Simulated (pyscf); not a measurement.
PySCF, gas phase, ωB97X-D3(BJ)/def2-SVP geometries.

`[SiH3][SbH2]` + `[H][H]` → `[SbH3]` + `[SiH4]`
Surface: singlet. Broken: Sb–Si, H–H. Formed: H–Sb, H–Si. Give ΔE‡ and ΔE from ωB97M-D3(BJ)/def2-TZVP, relative to the separated reactants.

ΔE‡ = 72.1 kcal/mol, ΔE = +1.4 kcal/mol. Zero-point energy shifts the barrier by +1.1 kcal/mol. It is a concerted two-bond exchange, with an imaginary mode of 1436i cm⁻¹. At the saddle there is also a short H–Si contact that neither side keeps. This saddle turned up in a search for another step; its sides and bond changes are read from the two ends of the descent. The same reactants have a lower exit, to SiH₃• + SbH₂• + H₂ (no saddle counted: cutting one bond costs +59.6 kcal/mol at ωB97M-D3(BJ)/def2-TZVP, against +72.1 kcal/mol here). One saddle was located; it need not be the lowest between these sides. Elements past Kr carry the def2 core potentials, without spin-orbit coupling.
